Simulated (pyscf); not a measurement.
Substitution at C: `[CH3][CH2][SiH2][Cl]` + `[H]` [doublet] → `[CH3]` [doublet] + `[CH3][SiH2][Cl]`

Gas phase, doublet surface, charge 0. Bonds broken: C1–C2. Bonds formed: C2–H9. Structures and frequencies: ωB97X-D3(BJ)/def2-SVP in PySCF.

Transition state (Å):

```xyz
12

C      0.2814    -0.8032    -0.1098
C      0.4717     1.0656    -0.2221
Si    -1.2512     1.6006     0.2998
H     -0.5081    -1.1095    -0.8093
H      0.0237    -1.0505     0.9286
H      1.2622    -1.2037    -0.3972
H      1.3030     1.0776     0.4960
H      0.7586     1.0421    -1.2827
H      0.5918     2.4562    -0.2851
H     -2.1628     0.4579     0.5838
H     -1.8573     2.4662    -0.7441
Cl    -1.0969     2.6476     2.0792
```

One imaginary mode, 1409i cm⁻¹; descent along it reached the two sides named.

| bond | change | reactant side (Å) | saddle | product side |
|---|---|---|---|---|
| C1–C2 | breaks | 1.533 | 1.882 | 3.6 |
| C2–H9 | forms | 3.9 | 1.397 | 1.101 |

Electronic energies relative to the separated reactants (eV):

```tsv
level	barrier	reaction energy	reverse barrier
ωB97X-D3(BJ)/def2-TZVP	1.50	-0.59	2.09
PBE/def2-TZVP	1.16	-0.60	1.76
r²SCAN/def2-TZVP	1.12	-0.83	1.95
B3LYP-D3(BJ)/def2-TZVP	1.24	-0.78	2.02
PBE0-D3(BJ)/def2-TZVP	1.32	-0.59	1.91
M06-2X/def2-TZVP	1.42	-0.61	2.04
ωB97M-D3(BJ)/def2-TZVP	1.44	-0.65	2.09
HF/def2-TZVP	2.14	-0.92	3.06
```

With ωB97M-D3(BJ)/def2-TZVP energies and thermal terms (ideal gas, 1 atm, RRHO with modes under 100 cm⁻¹ raised to 100, one conformer, R ln 2 for rigid chiral ones), in eV:

| T (K) | ΔH‡ | ΔG‡ | ΔH | ΔG |
|---|---|---|---|---|
| 298 | 1.43 | 1.75 | -0.63 | -0.78 |
| 600 | 1.41 | 2.09 | -0.65 | -0.93 |
| 900 | 1.40 | 2.43 | -0.68 | -1.07 |
| 1200 | 1.39 | 2.78 | -0.73 | -1.19 |

Abstraction by the radical was not located in this set and often lies lower. This is the saddle that the search found; another between the same sides may lie lower. The angle at the attacked C is 179°.
